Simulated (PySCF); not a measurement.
Consider `C=C=C[C@@H](C)F` (C5H7F). Optimised structure (Å), atoms numbered from 1:
```
C     2.6708   -0.3806   -0.4571
C     1.5497    0.0897   -0.0174
C     0.4147    0.5417    0.4170
C    -0.8771    0.4269   -0.3444
C    -1.8972   -0.4215    0.4032
F    -1.4080    1.7000   -0.5153
H     2.9892   -1.3876   -0.2405
H     3.3413    0.2208   -1.0491
H     0.3441    1.0494    1.3695
H    -0.7011    0.0391   -1.3558
H    -2.8385   -0.4348   -0.1411
H    -1.5252   -1.4371    0.5029
H    -2.0714   -0.0049    1.3926
```

Energies: ωB97X-D3(BJ)/def2-TZVP (PySCF, density fitting, integration grid level 2) on GFN2-xTB structures. Zero-point and thermal terms (298.15 K, 1 bar) come from unscaled GFN2-xTB harmonic frequencies, with soft modes damped to free rotors in the entropy.

**Question.** Rank these bonds by dissociation enthalpy, weakest first.
A. C4–F6
B. C3–H
C. C4–C5

**Answer.** C (337 kJ/mol), B (380 kJ/mol), A (419 kJ/mol).

Not ranked, since the method can't order them against a listed neighbour: C3–C4 (338 kJ/mol), C4–H (351 kJ/mol), C1–H (381 kJ/mol), C5–H (430 kJ/mol).

**Question.** For C5–H, what are ΔE (electronic) and ΔG(298 K) of the homolysis?

**Answer.** ΔE = 463 and ΔG = 393 kJ/mol, beside ΔH = 430 kJ/mol. The radicals are `[CH2][C@@H](F)C=C=C` and H•.

Known limits: the order of C4–C5 and C3–C4, of C3–C4 and C4–H, of C3–H and C1–H, of C4–F6 and C5–H is undecided: the gaps lie inside the method's error (some 20 kJ/mol, one structure a species); radicals beside a multiple bond are drawn in one resonance form, and their spin spreads.
